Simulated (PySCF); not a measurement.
**A diatomic session: MgAl+**

An exercise on one series of results from a longer session: the logs are not shown, and one member is left open.

Program: PySCF 2.14.0. Level of theory: Mg x2c-SVPall, Al x2c-SVPall, spin-free X2C with a Gaussian nucleus. These are calculated values, not measurements.

The first run:

A driver script around PySCF takes these settings:

```json
{
 "atoms": "Mg, Al",
 "charge": "1",
 "basis": "Mg x2c-SVPall, Al x2c-SVPall",
 "Hamiltonian": "spin-free X2C with a Gaussian nucleus",
 "basis functions": "36",
 "electrons treated": "24",
 "masses in u": "23.9850, 26.9815",
 "levels": "PBE0, PBE, r²SCAN, PW91, LDA, M06-L, ωB97X, HF, MP2, SCS-MP2, CCSD, CCSD(T)",
 "grid": "80 radial by 434 angular points",
 "occupations": "held fixed by the projection of orbital angular momentum",
 "dissociation limit": "Mg + Al+, each in its ground configuration",
 "starting distance in angstrom": "2.650",
 "values of 2S to try": "0, 2"
}
```

Launch:

```console
OMP_NUM_THREADS=1 python dia.py task.json out
```

Steps of the session up to this table: Set-up; PBE0 along the bond; Other states along the same grid; PBE; r²SCAN; PW91 (GGA); LDA (local density); M06-L; ωB97X (range-separated hybrid); RHF; Adding correlation.

One of the session's tables, all rows but one given; the rest of the session is left out.

| level | Re (Å) | ωe (cm⁻¹) | De (eV) |
| --- | --- | --- | --- |
| RHF | 3.338 | 147.4 | 0.59 |
| RHF-MP2 | 3.220 | 165.7 | 0.74 |
| RHF-SCS-MP2 | ? | ? | ? |
| RHF-CCSD | 3.199 | 167.1 | 0.70 |
| RHF-CCSD(T) | 3.182 | 171.5 | 0.74 |
| LDA | 3.099 | 187.8 | 1.21 |
| PBE | 3.152 | 179.8 | 1.12 |
| PW91 | 3.147 | 180.4 | 1.13 |
| r²SCAN | 3.157 | 181.7 | 1.10 |
| M06-L | 3.124 | 169.2 | 0.99 |
| PBE0 | 3.150 | 182.8 | 1.04 |
| ωB97X | 3.156 | 181.3 | 0.86 |

Estimate the missing values for RHF-SCS-MP2.

**Answer.** Re (Å): 3.241; ωe (cm⁻¹): 160.6; De (eV): 0.70. In the column «Re (Å)» it lies between RHF-MP2 (3.220) and RHF (3.338).

De is counted to Mg + Al+ in their ground configurations.
